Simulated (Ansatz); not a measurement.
Results of PBE in Ansatz (plane waves, PAW) for solid CO2 (dry ice).

Run with plane-wave cutoff 520 eV, 6×6×6 k mesh, Fermi–Dirac smearing 0.01 eV, scalar-relativistic PAW data made under PBE.

The cell is scaled about its equilibrium volume:

Shape and atoms are relaxed at each volume.

| V (Å³/atom) | P (GPa) | direct gap at Γ (eV) |
|---|---|---|
| 17.828 | 0.13 | 6.655 |
| 18.200 | 0.06 | 6.644 |
| 18.571 | -0.01 | 6.634 |
| 18.943 | -0.05 | 6.626 |
| 19.314 | -0.08 | 6.618 |

A straight line through the gaps at Γ against ln V gives a volume deformation potential dE_g(Γ)/d ln V of -0.5 eV: the gap at Γ widens under compression.

Note: for a layered or molecular solid the relaxed cell lies over 5 % above the published volume, where the minimum can be shallow; the cell comes from a level without a dispersion term, which matters for the spacing of layers, chains or molecules; the bulk modulus comes from volumes at which shape and atoms were relaxed.

Ansatz is a program for electronic structure.
